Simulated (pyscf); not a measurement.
Optimised with ωB97X-D3(BJ)/def2-SVP in PySCF.

SMILES: N[Si](N)(N)[SiH3]
```xyz
14

N     -1.4247     0.1013    -2.4070
Si    -0.5183    -0.5174    -1.0625
N     -1.0228    -1.9269    -0.1844
N      0.9944    -0.9838    -1.7617
Si    -0.5398     1.2095     0.5176
H     -2.2583     0.6583    -2.2532
H     -1.5023    -0.4451    -3.2599
H     -1.0307    -2.8335    -0.6428
H     -1.7580    -1.8635     0.5115
H      1.6693    -1.4905    -1.1996
H      1.4477    -0.3689    -2.4284
H      0.2958     0.8726     1.7119
H     -1.9301     1.4800     1.0115
H     -0.0184     2.4880    -0.0581
```

**Question.** What is the homolytic dissociation enthalpy (298 K, ωB97M-D3(BJ)/def2-TZVP) of the Si–Si bond of `[NH2][Si]([NH2])([NH2])[SiH3]`, to H₂N–Si•(NH₂)–NH₂ + SiH₃•?

**Answer.** Si–Si to H₂N–Si•(NH₂)–NH₂ + SiH₃•: 3.43 eV. The 7 functionals that were run give +3.09 (r²SCAN) to +3.61 eV (ωB97X-D3(BJ)). H₂N–Si(NH₂)(NH₂)–SiH₃ lies 0.72 eV over its isomer H₂N–SiH(NH₂)–NH–SiH₃, and others may lie lower still (electronic energy, ωB97M-D3(BJ)). Other isomers of H₂N–Si•(NH₂)–NH₂ were not searched in full and may lie lower.
